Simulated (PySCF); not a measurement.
A species of formula C5H10S has this rotational fingerprint, computed with PySCF 2.14.0, PBE0-D3(BJ)/def2-SVP geometry optimisation, gas phase:

* Rotational constants: A = 6269, B = 1485, C = 1228 MHz
* Dipole components: |μa| = 0.07 D, |μb| = 1.19 D, |μc| = 0.00 D
* Inertial defect: -9.58 u·Å²
* κ: -0.90

**Question.** Which structure is it? (One computed conformer of each.)
A. `[CH3:1][CH2:2][C@@H:3]1[CH2:4][C@@H:5]1[SH:6]` with C1–C2–C3–C4 -83°, C4–C5–S6–H -146°
B. `[CH3:1][S:2][CH:3]=[C:4]([CH3:5])[CH3:6]` with C1–S2–C3–C4 180°
C. `[CH2:1]=[CH:2][S:3][CH2:4][CH2:5][CH3:6]` with C1–C2–S3–C4 3°, C2–S3–C4–C5 78°, S3–C4–C5–C6 65°
D. `[CH3:1][CH2:2][CH:3]1[CH2:4][S:5][CH2:6]1` with C1–C2–C3–C4 -177°, C2–C3–C4–S5 143°, C3–C4–S5–C6 -16°, C4–S5–C6–C3 16°, C2–C3–C6–S5 -143°
E. `[CH3:1][S:2][C@@H:3]1[CH2:4][C@@H:5]1[CH3:6]` with C1–S2–C3–C4 151°

**Answer.** B. It is CSC=C(C)C, an asymmetric top, point group Cs. The candidates at the same level (rigid rotor, commonest isotopes):

```json
{"SMILES": "CC[C@@H]1C[C@@H]1S", "A (MHz)": "5387", "B (MHz)": "1643", "C (MHz)": "1412", "μa (D)": "1.00", "μb (D)": "0.35", "μc (D)": "1.02", "Δ (u·Å²)": "-43.50", "point group": "C1", "rotor": "asymmetric top"}
{"SMILES": "CSC=C(C)C", "A (MHz)": "6269", "B (MHz)": "1485", "C (MHz)": "1228", "μa (D)": "0.07", "μb (D)": "1.19", "μc (D)": "0.00", "Δ (u·Å²)": "-9.58", "point group": "Cs", "rotor": "asymmetric top"}
{"SMILES": "CCC1CSC1", "A (MHz)": "7503", "B (MHz)": "1613", "C (MHz)": "1412", "μa (D)": "2.04", "μb (D)": "0.40", "μc (D)": "0.04", "Δ (u·Å²)": "-22.74", "point group": "C1", "rotor": "near-prolate asymmetric top"}
{"SMILES": "CS[C@@H]1C[C@@H]1C", "A (MHz)": "4499", "B (MHz)": "2118", "C (MHz)": "1724", "μa (D)": "0.51", "μb (D)": "0.86", "μc (D)": "1.14", "Δ (u·Å²)": "-57.75", "point group": "C1", "rotor": "asymmetric top"}
{"SMILES": "C=CSCCC", "A (MHz)": "4450", "B (MHz)": "1814", "C (MHz)": "1541", "μa (D)": "0.56", "μb (D)": "0.94", "μc (D)": "0.47", "Δ (u·Å²)": "-64.28", "point group": "C1", "rotor": "asymmetric top"}
```

`C=CSCCC` has A 29 % too low; `CCC1CSC1` has A 20 % too high; `CS[C@@H]1C[C@@H]1C` has B 43 % too high; `CC[C@@H]1C[C@@H]1S` has C 15 % too high. In the right answer the mirror of this Cs structure is the ab plane, so μc vanishes by symmetry. No structure here is proved a minimum.
